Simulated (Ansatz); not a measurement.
# BH2S radical (SMILES B[S]): single points off equilibrium

The task here is to estimate one member of a computed series from the others.

Method: single points in def2-TZVPP; program: Ansatz 0.2.0, Gaussian basis.

Correlated methods freeze the cores. Orbitals are unrestricted. B3LYP uses VWN-RPA correlation.

## Where the work starts

SMILES `B[S]`, 4 atoms, charge 0, spin multiplicity 2.

Atoms are counted from 1 here; the program's logs count them from 0.

Bond lengths: B1–S2 1.720 Å, B1–H3 1.119 Å, B1–H4 1.252 Å. Angles: S2–B1–H3 120.6°, S2–B1–H4 114.9°, H3–B1–H4 122.8°.

Coordinates:

```
B    -0.1405   -0.0422   -0.0744
S     1.3540   -0.3000    0.7367
H    -1.0814   -0.5171    0.3004
H    -0.1391    0.9066   -0.8915
```

The first run:

run/in.yaml reads:

```yaml
crystal:
  periodic: [false, false, false]
  atoms:
    - {symbol: B, position_ang: [-0.140500, -0.042200, -0.074400]}
    - {symbol: S, position_ang: [1.354000, -0.300000, 0.736700]}
    - {symbol: H, position_ang: [-1.081400, -0.517100, 0.300400]}
    - {symbol: H, position_ang: [-0.139100, 0.906600, -0.891500]}
basis:
  gaussian: {orbitals: def2-TZVPP}
magnetization: {spin_polarized: true, initial_magnetization: 1}
correlation: {method: ccsd_t}
scf: {omitted_lower_state_checks: [cluster_reference]}
output: {forces: true}
```

No record of the launch command was kept for these runs.

Steps of the session up to this table: CCSD(T)/def2-TZVPP; PBE0-D4/def2-TZVPP; wB97M-V/def2-TZVPP; r2SCAN-D4/def2-TZVPP; PBE-D4/def2-TZVPP; r2SCAN0-D4/def2-TZVPP; B3LYP-D4/def2-TZVPP.

One of the session's tables, all rows but one given; the rest of the session is left out.

| method | RMS force component (eV/Å) | angle to CCSD(T) forces (°) | dipole (D) |
| --- | --- | --- | --- |
| CCSD(T) | 1.101 | reference | 0.16 |
| PBE0-D4 | 1.116 | 10.3 | 0.28 |
| wB97M-V | 1.082 | 7.9 | 0.25 |
| r2SCAN-D4 | 1.104 | 11.6 | 0.32 |
| PBE-D4 | ? | ? | ? |
| r2SCAN0-D4 | 1.103 | 9.1 | 0.31 |
| B3LYP-D4 | 1.074 | 7.2 | 0.28 |

Estimate the missing values for PBE-D4.

The run gave: RMS force component (eV/Å): 1.123; angle to CCSD(T) forces (°): 14.8; dipole (D): 0.28. In the column «RMS force component (eV/Å)» it is the highest.
